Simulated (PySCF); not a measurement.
Reaction (SMILES): O(F)F + H+ → [OH+](F)F
B3LYP-D3(BJ)/def2-TZVP geometries, fixed; electronic energies without zero-point terms; positive where energy is released.
Largest species:
```xyz
4

F     -0.0223     1.1178    -0.2910
O      0.1853    -0.0026     0.5040
F     -0.0746    -1.1175    -0.2833
H     -0.6103     0.0182     1.1366
```
Charge +1, spin multiplicity 1.

Effect of the grid level at B3LYP/def2-SVP with PySCF, against the last row, where the proton affinity is 113.01 kcal/mol. The proton sits at the site shown, which need not be the one that binds it best.

| setting | grid points, largest species | largest shift of a total energy (mEh) | shift of the proton affinity (kcal/mol) |
|---|---|---|---|
| grids.level: 0 | 3880 | 38.067 | 0.856 |
| grids.level: 1 | 18256 | 0.012 | 0.006 |
| grids.level: 2 | 39792 | -0.014 | -0.015 |
| grids.level: 3 | 52416 | -0.014 | -0.015 |
| grids.level: 4 | 101640 | 0.000 | 0.000 |
| grids.level: 5 | 154280 | 0.000 | 0.000 |
| grids.level: 7 | 314888 | 0.000 | 0.000 |

Within 0.02 kcal/mol in the proton affinity: grids.level: 1; grids.level: 2; grids.level: 3; grids.level: 4; grids.level: 5. The largest shift is 38.067 mEh in a total energy and 0.856 kcal/mol in the difference.
